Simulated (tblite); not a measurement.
Species: C3H5F.
SMILES: `C/C=C/F`

Computed values, GFN2-xTB/tblite, gas phase, harmonic and unscaled. This tight-binding method is rough: wavenumbers can miss measured ones by several per cent, in bad cases by 10 to 20.

Harmonic wavenumbers (cm⁻¹): 167.9, 279.2, 280.6, 510.3, 714.0, 944.9, 975.8, 1041.5, 1110.2, 1134.3, 1240.0, 1261.0, 1402.0, 1472.6, 1480.2, 1739.3, 3007.3, 3021.8, 3049.7, 3077.5, 3091.7.

A = 43847, B = 3902, C = 3664 MHz; mass 60.038 u (most abundant isotopes); point group Cs, symmetry number 1.

Q: Zero-point energy?

A: ½Σν̃ = 15501 cm⁻¹ = 185.43 kJ/mol.

Q: What is S at 200 K and 1 bar for an ideal gas of classical rigid rotors and harmonic oscillators?

A: Translation 151.63, rotation 94.41, vibration 16.34: S = 262.4 J/(mol K).

Q: And Cp and H(200 K) − H(0)?

A: Cp = 58.58 J/(mol K), of which vibrations give 25.32 (their classical limit is 21 R = 174.6); H(200 K) − H(0) = 8.79 kJ/mol without the zero-point energy, 2.14 from vibrations.

Q: What must be added to the electronic energy to get the Gibbs energy at 200 K and 1 bar?

A: ZPE + [H(200 K) − H(0)] − T·S = 185.43 + 8.79 − 52.47 = 141.75 kJ/mol.

Q: Which modes carry the vibrational entropy at 200 K?

A: 167.9 cm⁻¹: 7.23; 279.2 cm⁻¹: 3.79; 280.6 cm⁻¹: 3.76; 510.3 cm⁻¹: 1.01; 714.0 cm⁻¹: 0.30; 944.9 cm⁻¹: 0.07 J/(mol K); the other 15 give 0.18 together.

Hindered rotation and anharmonicity are outside this model.

Run on Arm Neoverse V1, one thread (shared host). The figure is for the frequency step alone.
